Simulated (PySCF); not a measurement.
ozone (O3), SMILES O=[O+][O-].

The structure is a stationary point at PBE0-D3(BJ)/def2-TZVP. The molecule may have multireference character, which single-reference levels describe poorly.

Calculation: PySCF with CAM-B3LYP/def2-TZVPD.

Gas-phase values at a fixed geometry.

- total energy = -225.44099 hartree
- point group = C2v
- highest occupied level = -11.37 eV
- lowest empty level = -3.76 eV
- orbital gap = 7.61 eV
- dipole moment = 0.70 D
- quadrupole, principal values (traceless, Buckingham form, about the centre of nuclear charge) = -2.03, -0.02, 2.05 D·Å
- mean static polarisability = 18.7 bohr³ (2.77 Å³)
- polarisability, principal values = 11.7, 13.7, 30.6 bohr³
